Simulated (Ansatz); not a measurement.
# CHAl (triplet): from Hartree-Fock to the top rungs, def2-QZVPP

The task here is to estimate one member of a computed series from the others.

Method: def2-QZVPP, core rule «outside noble gas», up to 6 orbitals frozen; program: Ansatz 0.2.0, Gaussian basis.

To be run: UHF; ROHF; CCSD(T) on UHF.

2 further runs of the same task are left out: 2 set aside as unsound or not needed.

**The geometry**

The geometry is a PBE0/def2-TZVP stationary point (not a proven minimum) of the parent state, kept for this charge and spin.

3 atoms, charge 0, spin multiplicity 3.

Atoms are counted from 1 here; the program's logs count them from 0.

Bond lengths: Al1–C2 1.924 Å, Al1–H3 1.591 Å. Angles: C2–Al1–H3 180.0°.

As a file:

```xyz
3

Al    0.00000    0.00000    0.11081
C     0.00000    0.00000   -1.81272
H     0.00000    0.00000    1.70192
```

The first run:

Contents of in.yaml:

```yaml
crystal:
  periodic: [false, false, false]
  atoms:
    - {symbol: Al, position_ang: [0.000000, 0.000000, 0.110806]}
    - {symbol: C, position_ang: [0.000000, 0.000000, -1.812723]}
    - {symbol: H, position_ang: [0.000000, 0.000000, 1.701917]}
basis:
  gaussian: {orbitals: "def2-QZVPP.json"}
magnetization: {spin_polarized: true, initial_magnetization: 2}
hamiltonian: {xc: hf}
output: {orbitals: {seedname: orbitals}}
```

Command:

```sh
ansatz run in.yaml --threads 1 --pin off --events-out ev --progress --plain --max-ram 3968MiB --backend cpu
```

Among the steps run: UHF; ROHF; CCSD(T) on UHF.

One of the session's tables, all rows but one given; the rest of the session is left out.

| method | from UCCSD(T) (kcal/mol) |
| --- | --- |
| ROHF | +143.27 |
| UHF | +140.83 |
| UMP2 | +22.96 |
| UCCSD | ? |
| UCCSD(T) | 0 |

Estimate the missing values for UCCSD.

As computed: from UCCSD(T) (kcal/mol): +7.58. In the column «from UCCSD(T) (kcal/mol)» it lies between UCCSD(T) (0) and UMP2 (+22.96).
